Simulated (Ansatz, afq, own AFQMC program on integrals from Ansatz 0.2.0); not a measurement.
## AFQMC, coupled cluster and functionals along a coordinate of AlBH, quartet

| atom | x (Å) | y (Å) | z (Å) |
| --- | --- | --- | --- |
| B | 0.0000 | 0.0000 | 0.2519 |
| Al | 0.0000 | 0.0000 | -1.6889 |
| H | 0.0000 | 0.0000 | 1.4370 |

The B1–Al2 distance is changed with both sides rigid. Energies in eV count from this geometry (1.941 Å) at the same level; the start stands on UHF, each point on the determinant named.

Basis 6-31G. Noble-gas cores (and the filled d shells of Ga–Kr and In–Xe) are frozen. Ansatz 0.2.0 and our own AFQMC program on the same integrals; the CISD trial comes from CCSD amplitudes, and released means the phaseless constraint is let go. Uncertainties: one standard error, sampling alone.

Cautions, each for one point or more: cluster runs in doubt by the program's own checks; lower spins were not checked; strong correlation; the search met a lower determinant of the same kind, perhaps of another symmetry, and this one is a saddle point; unrestricted determinant slightly spin contaminated.

| r(B1–Al2) / Å | det. | T1 | weight | ⟨S²⟩ | CCSD(T) | ph-AFQMC/CISD | FCI | CCSDT(Q) | r2SCAN | HF |
| --- | --- | --- | --- | --- | --- | --- | --- | --- | --- | --- |
| 2.424 | UHF | 0.066 | 0.83 | 3.81 | 0.721 | 0.729 ± 0.005 | 0.700 | 0.705 | 0.898 | 1.101 |
| 4.208 | UHF | 0.013 | 0.92 | 3.75 | 2.671 | 2.684 ± 0.003 | 2.670 | 2.671 | 3.290 | 2.049 |
| 6.625 | UHF | 0.010 | 0.93 | 3.75 | 2.717 | 2.729 ± 0.003 | 2.741 | 2.740 | 3.416 | 2.073 |

Weight is that of the determinant in the CISD state; at the start T1 is 0.025 and the weight 0.91, and ⟨S²⟩ is 3.76. Largest departures from full CI: CCSD(T) -0.024 eV at 6.625 (on UHF), ph-AFQMC/CISD 0.029 eV at 2.424 (on UHF), CCSDT(Q) 0.005 eV at 2.424 (on UHF), r2SCAN 0.675 eV at 6.625, HF -0.669 eV at 6.625 (on UHF). Functionals count only at points shown to share the start's state and spin. In this small basis the wave-function levels are far from their limit, so their gap to the functionals isn't the functionals' error. In total energy ph-AFQMC/CISD lies 17 ± 3 meV above full CI at the start, so its agreement along the curve rests in part on cancellation.

Some points may be missing: those where a free walk finds a much lower state, and past Zn most of those on another determinant than at the start.

CCSDT and higher add their correlation energy to the determinant of the CCSD(T) run, since their own runs factorise the integrals more tightly (a shift of under 2 meV). A walk keeps the symmetry of its determinant, which the program's search chose and which needn't be the lowest solution, so a lower state of the same spin and another symmetry isn't excluded.
